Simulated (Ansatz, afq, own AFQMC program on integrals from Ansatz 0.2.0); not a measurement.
Two steps: Ansatz 0.2.0 writes the Fock matrix and Cholesky factors of the valence space, and afq projects on them the lowest state that overlaps trial and start.

```yaml
crystal:
  periodic: [false, false, false]
  atoms:
    - {symbol: B, position_ang: [0.000000, 0.000000, 0.000000]}
    - {symbol: N, position_ang: [0.000000, 0.000000, 1.261538]}
basis:
  gaussian: {orbitals: 6-31G}
magnetization: {spin_polarized: true, initial_magnetization: 0}
correlation: {method: ccsd_t, electrons: outside_noble_gas, hamiltonian_folder: ham}
```

```sh
$ ansatz run in.yaml --threads 1 --pin off --events-out ev --progress --plain --max-ram 24576MiB --backend cuda --devices 0, --max-vram 18GiB
```

Options of the walk:

```
--method phaseless --trial cisd --walkers 4000 --populations 20 --least-time 60 --time-step 0.005 --steps-per-block 50 --equilibration-blocks 28 --max-blocks 4000 --target-error 0.00017 --factor-cut 1e-05 --start spin_pure --seed 8658 --release-times 0.24,0.51,0.99,1.62,2.4 --release-step 0.03 --release-every 3 --taylor-order 6
```

Times are imaginary, in 1/Eh. The walk had a cap of 122 s. With eight or more populations the least sampling time is a fifth of least-time, and the error comes from their spread.

Output of the walk:

```
orbitals 16  electrons 4 4  factors 93 of 258
reference energy -78.94187351 Eh
CCSD correlation -0.14816913 Eh in 17 cycles, weight of the determinant in the CISD state 0.7123
energy of the start -79.043058 Eh
 block  time / (1/Eh)  mean weight  energy / Eh
     1     0.250  1.0002  -79.065852
     2     0.500  1.0004  -79.078140
     3     0.750  1.0002  -79.086908
     4     1.000  1.0002  -79.092427
     5     1.250  1.0001  -79.095278
     8     2.000  1.0000  -79.100787
    14     3.500  1.0000  -79.103673
    53    13.250  0.9997  -79.102256
    92    23.000  0.9996  -79.102348
   131    32.750  0.9999  -79.103928
   144    36.000  1.0001  -79.106774
   170    42.500  1.0001  -79.101278
   209    52.250  1.0000  -79.105560
   248    62.000  1.0004  -79.105676
   287    71.750  1.0000  -79.103946
   326    81.500  1.0002  -79.103672
   365    91.250  1.0001  -79.103615
   404   101.000  0.9997  -79.106587
   417   104.250  1.0000  -79.101045
   443   110.750  1.0001  -79.106344
   482   120.500  0.9998  -79.104236
   521   130.250  0.9997  -79.102640
   547   136.750  0.9999  -79.103835
error from the spread of 20 populations
released: time / (1/Eh)  energy / Eh  error  mean overlap
  0.24  -79.104786  0.000119  0.9999
  0.51  -79.105075  0.000463  1.0009
  0.99  -79.106298  0.000112  1.0012
  1.62  -79.065694  0.041381  1.0020
  2.40  -79.107667  0.000459  1.0069
energy -79.103845 +/- 0.000118 Eh
(rows thinned)
```

The run passed its tests (sampling time, drift between the halves within three errors, error under three times the target), which doesn't prove that it has relaxed, ending at its cap on processor time.

Against this walk (error 3.2 meV) on the same determinant: CCSD(T) 195.5 meV higher, CCSDT(Q) 127.8 meV lower, CCSDTQ 110.8 meV lower, full CI 120.9 meV lower. The error is statistical and leaves out the bias of the constraint. The determinant has ⟨S²⟩ = 1.35, so the low cluster orders mix in higher spin, while the walk starts as a pure singlet. The released energies have errors that jump between times, so the bars are unsure (meV from the phaseless value at times in 1/Eh: -26 ± 3 at 0.24, -33 ± 13 at 0.51, -67 ± 3 at 0.99, 1038 ± 1126 at 1.62, -104 ± 12 at 2.40), so they give no level; they do show a bias of the constraint, and the last of them that isn't too noisy lies 54 meV above full CI. Full CI is exact here, so the walk's 121 meV above it is the walk's own error: the bias of the constraint with this trial. The determinant is a poor start (see the cautions), so the low cluster orders aren't to be relied on, and full CI is the sure value.

Cautions: constraint bias not in the error; the search met a lower determinant of the same kind, perhaps of another symmetry (130 meV lower); strong correlation (T1 0.101, weight of the determinant 0.71, largest double 0.21); (Q) is large, 113 meV, so the cluster series hasn't closed; unrestricted determinant spin contaminated (⟨S²⟩ 1.35 against 0.00); CCSD(T) is in doubt: in a space of 8 electrons in 8 natural orbitals full CI lies 268 meV below it; the CCSDTQ amplitudes may be one of several solutions (largest double 0.53).

The walk took 2 min on 1 × NVIDIA H100 80GB HBM3 with 2 threads of AMD EPYC 7R13 Processor (Zen 3), on a shared host (the card was shared). The log's last line is the phaseless energy.

CCSDT and higher add their correlation energy to the determinant of the CCSD(T) run, since their own runs factorise the integrals more tightly (a shift of under 2 meV). A walk keeps the symmetry of its determinant, which the program's search chose and which needn't be the lowest solution, so a lower state of the same spin and another symmetry isn't excluded.
